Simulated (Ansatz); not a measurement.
# C2H3FS2: the cost of one run

All numbers below are computed with Ansatz 0.2.0 (RKS PBE0/6-31G).

**1. The system as given**

Bond lengths: F1–C2 1.343 Å, C2–S3 1.798 Å, S3–C4 1.802 Å, C2–S5 1.847 Å, C4–S5 1.849 Å, C2–H6 1.109 Å, C4–H7 1.051 Å, C4–H8 1.110 Å. Angles: F1–C2–S3 109.5°, F1–C2–S5 112.4°, F1–C2–H6 115.6°, S3–C2–S5 87.5°, S3–C2–H6 114.5°, S5–C2–H6 114.0°, C2–S3–C4 82.7°, S3–C4–S5 87.3°, S3–C4–H7 119.1°, S3–C4–H8 112.7°, S5–C4–H7 116.2°, S5–C4–H8 111.0°, H7–C4–H8 109.0°, C2–S5–C4 80.2°.

As a file:

```xyz
8

F    -1.6278   -0.2488    0.7675
C    -0.7078    0.7160    0.6069
S     0.9182    0.0695    1.0220
C     0.7887   -0.6741   -0.6142
S    -0.1216    0.8473   -1.1392
H    -0.9481    1.6910    1.0766
H     1.6680   -0.8960   -1.1460
H     0.1225   -1.5621   -0.6292
```

**2. Relaxing end A**

The input, input.yaml:

```yaml
crystal:
  periodic: [false, false, false]
  atoms:
    - { symbol: F, position_ang: [-1.6278, -0.2488, 0.7675] }
    - { symbol: C, position_ang: [-0.7078, 0.716, 0.6069] }
    - { symbol: S, position_ang: [0.9182, 0.0695, 1.022] }
    - { symbol: C, position_ang: [0.7887, -0.6741, -0.6142] }
    - { symbol: S, position_ang: [-0.1216, 0.8473, -1.1392] }
    - { symbol: H, position_ang: [-0.9481, 1.691, 1.0766] }
    - { symbol: H, position_ang: [1.668, -0.896, -1.146] }
    - { symbol: H, position_ang: [0.1225, -1.5621, -0.6292] }
basis:
  gaussian: { orbitals: "6-31G" }
hamiltonian:
  xc: pbe0
relax:
  f_tol: 0.02
  max_steps: 50
```

Command:

```console
> ansatz run input.yaml --threads 1 --pin off --max-ram 2048MiB --backend cpu --events-out ev --progress --plain --runs-dir out
```

What time and memory should one allow on 1 thread of Arm Neoverse N1, shared host?

About 49 s, with a peak of 0.15 GiB.
